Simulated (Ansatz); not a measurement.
Relative stability

Two relaxed structures of CH₄MgN (charge -1), singlet (PBE0-D4/def2-TZVPD; forces vanish, vibrations not checked).

A:

C1  (-0.883, 0.486, -0.345)
Mg2  (1.748, -0.930, 0.776)
N3  (0.267, -0.132, 0.148)
H4  (-1.674, -0.217, -0.706)
H5  (-0.712, 1.165, -1.217)
H6  (-1.420, 1.133, 0.394)
H7  (3.191, -1.707, 1.391)
(Å)

B:

C1  (0.312, 0.004, 0.644)
Mg2  (-1.085, 0.385, -1.003)
N3  (1.346, -0.729, 0.409)
H4  (-2.491, -0.720, -1.202)
H5  (-0.824, 1.838, -2.031)
H6  (0.225, 0.384, 1.696)
H7  (1.939, -0.851, 1.242)
(Å)

Computed with Ansatz 0.2.0 (basis: def2-TZVPPD); correlated methods freeze the cores. The outer core shell of Li, Na, Mg and K is correlated. The def2 sets are not built for correlating such inner shells, so the correlated values are less sure here. B3LYP uses VWN-RPA correlation.

Q: Which structure is lower at CCSD(T), and by how much? (An estimate is asked for; the value comes from the calculation.)

A: The calculation gives: B, by 0.370 eV (electronic energy, against the other). By their contacts, A is CH₄MgN ([CH3][N][MgH]), total charge -1 and B is CH₄MgN ([NH][CH][MgH2]), total charge -1.

All methods give the same order:

| method | E(B) − E(A) (eV) |
| --- | --- |
| PBE-D4 | -0.174 |
| r2SCAN-D4 | -0.228 |
| PBE0-D4 | -0.318 |
| B3LYP-D4 | -0.384 |
| wB97M-V | -0.486 |
| HF | -1.007 |
| MP2 | -0.048 |
| CCSD | -0.486 |
| CCSD(T) | -0.370 |

No T1 diagnostic of these runs exceeds 0.022. The restricted Hartree–Fock reference is unstable towards an unrestricted one at one or more of these structures.

Labels in which every atom is bracketed show which atoms are joined, not bond orders.

For scale, one of the runs: CCSD(T)/def2-TZVPPD, 177 basis functions, launched by `ansatz run in.yaml --threads 2 --pin off --events-out ev --progress --plain --max-ram 4352MiB`. The run took 50 s on 2 CPU threads of an Arm Neoverse V1 (shared host), with 1.8 GiB of host memory at its peak.
